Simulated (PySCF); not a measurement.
**Where the electron goes**

Compound: C6H10.
SMILES with atom numbers: `[CH2:1]=[CH:2][C@@H:3]1[CH2:4][C@H:5]1[CH3:6]` (hydrogens: H7, H8 on C1; H9 on C2; H10 on C3; H11, H12 on C4; H13 on C5; H14, H15, H16 on C6)

Geometry (GFN2-xTB, Å), atoms numbered from 1 in this order:
```
atom  x, y, z in Å
C1     2.7394    0.2822    0.1830
C2     1.6129   -0.1487   -0.3606
C3     0.3226   -0.1999    0.3373
C4    -0.6584   -1.3026    0.0170
C5    -0.9520    0.0960   -0.4172
C6    -2.0483    0.8860    0.2494
H7     3.6648    0.3062   -0.3656
H8     2.7787    0.6293    1.2023
H9     1.6013   -0.4929   -1.3874
H10    0.3609    0.1297    1.3688
H11   -0.3749   -2.0300   -0.7289
H12   -1.2303   -1.7168    0.8336
H13   -0.8421    0.3104   -1.4741
H14   -3.0069    0.6802   -0.2257
H15   -1.8516    1.9545    0.1721
H16   -2.1239    0.6250    1.3027
```

Method used: TDDFT PBE0/def2-SVPD, vertical, gas phase, core orbitals frozen in the response in PySCF.

Kohn–Sham orbitals with the atoms that hold most of them (Löwdin shares over 4%, at most four atoms; ? is withheld):

| orbital | ε (eV) | atoms |
| --- | --- | --- |
| HOMO-3 | -9.64 | C2 22%, C3 19%, C1 14%, H9 10% |
| HOMO-2 | -9.28 | C3 25%, C2 19%, C4 11%, C5 11% |
| HOMO-1 | -8.18 | ? |
| HOMO | ? | C1 31%, C2 23%, C3 14%, C5 9% |
| LUMO | 0.44 | ? |
| LUMO+1 | 1.02 | C6 21%, C4 10%, C5 9%, H14 8% |
| LUMO+2 | 1.18 | H10 17%, H13 13%, H9 12%, H11 8% |

Task: Which atoms hold the LUMO, and with what shares?

Result: C1 (bonded to C and 2 H) 33%; C2 (bonded to 2 C and H) 32%; H8 (bonded to C) 6%; H7 (bonded to C) 6%. By element: carbon 65% or more, hydrogen 12% or more.

Task: Give the leading atoms of the HOMO-1.

Result: C4 (bonded to 2 C and 2 H) 30%; C5 (bonded to 3 C and H) 27%; C3 (bonded to 3 C and H) 12%; C6 (bonded to C and 3 H) 9%.

Task: What is the HOMO energy, and the HOMO–LUMO gap?

Result: ε(HOMO) = -6.81 eV; the gap is 7.25 eV (0.2666 hartree).

Task: The HOMO–LUMO gap is 7.25 eV. Where does the response calculation put the lowest singlet, and from which orbitals?

Result: S1 is at 6.74 eV (f = 0.326), 0.52 eV below the gap, made of HOMO→LUMO (59%), HOMO→LUMO+1 (33%). Without the coupling terms of the response equations the lowest excitation would equal the gap.

Task: One configuration dominates each of S5 and S7. Which, and how do the shares of the two leading atoms of either orbital change from the occupied to the empty one?

Result: 
- S5 (7.41 eV, f 0.012), HOMO-1→LUMO (97%): C4 30% → at most 6%, C5 27% → at most 6%, C1 at most 9% → 33%, C2 at most 9% → 32%
- S7 (8.01 eV, f 0.0083), HOMO-1→LUMO+1 (86%): C4 30% → 10%, C5 27% → 9%, C6 9% → 21%

Time: 26 s. Hardware: one thread of an Arm Neoverse V1 (shared host).

One conformer stands for the species.
